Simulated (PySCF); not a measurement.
**Bonding in `C=C(C#N)CC`**

Species: C5H7N.
Numbering: `[CH2:1]=[C:2]([C:3]#[N:4])[CH2:5][CH3:6]` (hydrogens: H7, H8 on C1; H9, H10 on C5; H11, H12, H13 on C6)

Structure used (GFN2-xTB), in Å, numbered top down from 1:
```
atom  x, y, z in Å
C1    -1.617   -1.051   -0.318
C2    -0.815   -0.083    0.120
C3    -1.265    1.261    0.121
N4    -1.615    2.353    0.134
C5     0.589   -0.294    0.613
C6     1.600    0.369   -0.322
H7    -1.297   -2.080   -0.326
H8    -2.613   -0.847   -0.674
H9     0.787   -1.366    0.681
H10    0.686    0.139    1.613
H11    2.611    0.216    0.049
H12    1.530   -0.056   -1.321
H13    1.413    1.439   -0.388
```

Bond orders from the PBE0/pcSseg-1 density (PySCF). The structure is a single GFN2-xTB conformer in the gas phase; no vibrational or solvent corrections.

**Question.** Where do the orders between heavy atoms depart from those drawn in the SMILES?

**Answer.** The largest departure is 0.073, at C1–C2 (drawn double, 1.927).

**Question.** Give the Mayer order of every bond between heavy atoms, beside its length.

**Answer.** 
| bond | drawn as | length (Å) | Mayer order |
| --- | --- | --- | --- |
| C1–C2 | double | 1.331 | 1.927 |
| C2–C3 | single | 1.417 | 1.009 |
| C3–N4 | triple | 1.146 | 3.016 |
| C2–C5 | single | 1.503 | 1.023 |
| C5–C6 | single | 1.529 | 1.043 |

By pair of heavy elements: C–C: lowest C2–C3 (1.009, 1.417 Å), highest C1–C2 (1.927, 1.331 Å); in 2 of the 6 pairs the longer bond (by over 0.003 Å) has the higher order (by 0.02 or more).

**Question.** And the bonds to hydrogen?

**Answer.** C–H: 0.93 to 0.97 (7 bonds).

**Question.** Sum the orders of all bonds at each heavy atom with more than one neighbour and set the sums beside the valence in the SMILES.

**Answer.** C1 3.811 (drawn 4), C2 3.959 (drawn 4), C3 4.025 (drawn 4), C5 3.940 (drawn 4), C6 3.935 (drawn 4). Orders between atoms that aren't bonded are not in these sums.

Mayer orders depend on the basis set.
